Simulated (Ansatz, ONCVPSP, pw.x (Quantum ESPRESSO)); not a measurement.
## What a changed setting does to a pw.x run (fcc O)

Potential: optimised norm-conserving Vanderbilt (ONCV), ONCVPSP 4.0.1.1 (patched build), LDA (Perdew-Wang 92); core [He], reference 2s1 2p5; waves: 2s: rc 0.65 bohr, ncon 3, nbas 7, qcut 9.7 1/bohr, 1 projector; 2p: rc 1.70 bohr, ncon 4, nbas 8, qcut 7.1 1/bohr, 2 projectors, debl 0.7 Ha; d scattering state at 0.27 Ha: rc 1.60 bohr, ncon 3, nbas 6, qcut 6.3 1/bohr, 1 projector; local part: polynomial inside 0.60 bohr (lpopt 4, dvloc0 0 Ha); core correction: Teter function, fcfact 4.25, rcfact 1.1.

The reference run (k-mesh 18³, cutoffs 170/680 Ry, Fermi–Dirac 0.01 Ry, mixing_beta 0.4, conv_thr 1e-9, no spin) gives 2.58 GPa at 7.213 Å³/atom, where all-electron LAPW gives 0.50 GPa. This run, with its own iteration cap, changes k-mesh points per axis to 3.

```
&control
  calculation='scf', prefix='x', pseudo_dir='./', outdir='./tmp', tstress=.true., disk_io='none'
/
&system
  ibrav=0, nat=1, ntyp=1, ecutwfc=170, ecutrho=680, nbnd=10,
  occupations='smearing', smearing='fd', degauss=0.01
/
&electrons
  conv_thr=1e-09, mixing_beta=0.4, electron_maxstep=60
/
ATOMIC_SPECIES
O 1.0 O.UPF
CELL_PARAMETERS angstrom
  0.00000000 1.53354072 1.53354072
  1.53354072 0.00000000 1.53354072
  1.53354072 1.53354072 0.00000000
ATOMIC_POSITIONS crystal
O 0.0000 0.0000 0.0000
K_POINTS automatic
3 3 3 0 0 0
```

```bash
pw.x < O.scf.in > O.scf.out
```

**Question.** How does the run end?

**Answer.** It converges in 6 iterations; the free energy moves by -449.4 meV/atom and the pressure by -9.53 GPa.

```
Message from routine setup:
     using ibrav=0 with symmetry is DISCOURAGED, use correct ibrav instead
     lattice parameter (alat)  =       4.0984  a.u.
     unit-cell volume          =      48.6757 (a.u.)^3
     number of electrons       =         6.00
     number of Kohn-Sham states=           10
     kinetic-energy cutoff     =     170.0000  Ry
     charge density cutoff     =     680.0000  Ry
     scf convergence threshold =      1.0E-09
     Exchange-correlation= SLA  PW   NOGX NOGC
     number of k points=     4  Fermi-Dirac smearing, width (Ry)=  0.0100
     iteration #  1     ecut=   170.00 Ry     beta= 0.40
     total energy              =     -31.38936409 Ry
     estimated scf accuracy    <       0.00059879 Ry
     iteration #  2     ecut=   170.00 Ry     beta= 0.40
     total energy              =     -31.38938796 Ry
     estimated scf accuracy    <       0.00011657 Ry
     iteration #  3     ecut=   170.00 Ry     beta= 0.40
     total energy              =     -31.38940278 Ry
     estimated scf accuracy    <       0.00000841 Ry
     iteration #  4     ecut=   170.00 Ry     beta= 0.40
     total energy              =     -31.38940301 Ry
     estimated scf accuracy    <          7.4E-09 Ry
     iteration #  5     ecut=   170.00 Ry     beta= 0.40
     total energy              =     -31.38940303 Ry
     estimated scf accuracy    <          2.2E-09 Ry
     iteration #  6     ecut=   170.00 Ry     beta= 0.40
     the Fermi energy is     6.8329 ev
!    total energy              =     -31.38940303 Ry
     estimated scf accuracy    <          4.1E-10 Ry
     smearing contrib. (-TS)   =      -0.00787741 Ry
     The total energy is F=E-TS. E is the sum of the following terms:
     one-electron contribution =      -0.06253516 Ry
     hartree contribution      =       3.99703132 Ry
     xc contribution           =      -6.83834207 Ry
     ewald contribution        =     -28.47767971 Ry
     convergence has been achieved in   6 iterations
          total   stress  (Ry/bohr**3)                   (kbar)     P=      -69.43
     Message from routine punch:
     Nothing written, as per user request (disk_io='none')
```

The run took about 2 s on one core of a shared host (Neoverse-N1, 64 threads, 124 GiB, load 54).
